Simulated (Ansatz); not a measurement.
Nickel, fcc: convergence with the k-point mesh

Computed with Ansatz, r²SCAN, scalar-relativistic PAW, on the relaxed cell (a = 3.476 Å; ferromagnetic, net 0.74 μB per atom). Errors count from a run at 500 eV on a Γ-centred 25×25×25 mesh with Fermi-Dirac smearing of 0.05 eV, extrapolated to zero width. Fixed here: cutoff 500 eV, Fermi-Dirac width 0.05 eV.

```tsv
k-mesh	E(σ→0) error (meV/atom)	P (GPa)	sphere moment (μB)	SCF iterations
2×2×2	2178.8	34.22	1.30	13
4×4×4	-70.5	-4.26	0.66	14
5×5×5	34.6	4.15	1.04	18
7×7×7	-10.5	1.39	0.91	16
9×9×9	8.9	0.69	0.82	30
12×12×12	-5.6	0.36	0.80	15
16×16×16	0.0	0.71	0.83	19
22×22×22	0.8	0.40	0.81	18
```

Within 5 meV/atom of the last row: from 16×16×16 on.
